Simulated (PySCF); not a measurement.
C4H5Cl2 (doublet state).
Numbering: `[CH3:1]/[C:2]([CH:3][Cl:4])=[CH:5]\[Cl:6]` (hydrogens: H7, H8, H9 on C1; H10 on C3; H11 on C5)

Geometry (GFN2-xTB, Å), atoms numbered from 1 in this order:
```
atom  x, y, z in Å
C1    -0.966   -0.936    0.078
C2     0.143    0.075   -0.015
C3     1.430   -0.387   -0.182
Cl4    2.784    0.641   -0.306
C5    -0.152    1.420    0.066
Cl6   -1.743    1.986    0.263
H7    -1.490   -0.828    1.025
H8    -0.578   -1.947    0.004
H9    -1.686   -0.773   -0.722
H10    1.662   -1.435   -0.246
H11    0.600    2.188    0.010
```

The hyperfine couplings belong to this conformer and change with its torsions.

Theory: UKS B3LYP, pcH-1 on C Cl H, non-relativistic, mean-field spin-orbit, GIAO in PySCF 2.14.0. Geometry: GFN2-xTB, one conformer, isolated molecule. A GFN2-xTB geometry isn't a minimum of the functional, and hyperfine couplings can be far from their values at a DFT geometry.

Problem. What are Nα, Nβ and the exact ⟨S²⟩?

Solution. 63 electrons with 2S = 1: 32 α and 31 β; S(S+1) = 0.75.

Mulliken spin populations, one withheld:

```
atom        bound to  population
  C1  C2, H7, H8, H9     +0.0138
  C2      C1, C3, C5           ?
  C3    C2, Cl4, H10     +0.5853
 Cl4              C3     +0.0484
  C5    C2, Cl6, H11     +0.5919
 Cl6              C5     +0.0646
  H7              C1     -0.0063
  H8              C1     -0.0013
  H9              C1     -0.0064
 H10              C3     -0.0270
 H11              C5     -0.0262
```

Problem. What does C2 hold?

Solution. 1 − (1.2368) gives -0.237, since all populations sum to 2S.

Problem. How is the spin shared among the elements?

Solution. Carbon +0.95, chlorine +0.11, hydrogen -0.07. The positive populations sum to 1.30, the negative ones to -0.30.

Problem. The run gives ⟨S²⟩ = 0.7751. What does that say of the overlap of α and β orbitals, and of the weight of higher spin?

Solution. Σ|⟨iα|jβ⟩|² over occupied orbitals = Nβ − [⟨S²⟩ − S(S+1)] = 31 − 0.0251 = 30.9749. If the quartet state (S + 1) were the only admixture, its weight would be 0.0251/(2S + 2) = 0.84 %.

Problem. What Fermi-contact NMR shifts do the couplings of C1, C2, H7/H8/H9, H10/H11 imply at 298 K (Curie law, g = gₑ)?

Solution. δ = a_FC·h·gₑ μB S(S+1)/(3 g_N μN kT), with k/h = 20836.6 MHz/K:

```csv
nuclei,isotope,a_FC (MHz),g_N,contact shift (ppm)
C1,13C,5.09,1.4048,+536
C2,13C,-46.76,1.4048,-4927
H7/H8/H9,1H,-11.59,5.5857,-307
H10/H11,1H,-41.64,5.5857,-1103
```

All at the stated temperature. Entries for several nuclei are means.

Nuclei that the bonding pattern makes equivalent are averaged, as if the motion that swaps them (rotation, inversion, ring flip) were fast. The three 1H nuclei of mean -11.6 MHz run from -16.4 to -2.1 MHz in the frozen geometry.

β density exceeds α density at some nuclei, such as C2 (-0.0416) and H10/H11 (-0.0093), spin density in bohr⁻³. In a single determinant that takes different orbitals for the two spins, that is spin polarisation.

C3, the radical centre as drawn in `C/C([CH]Cl)=C\Cl`, holds a spin population of +0.59 out of 1.
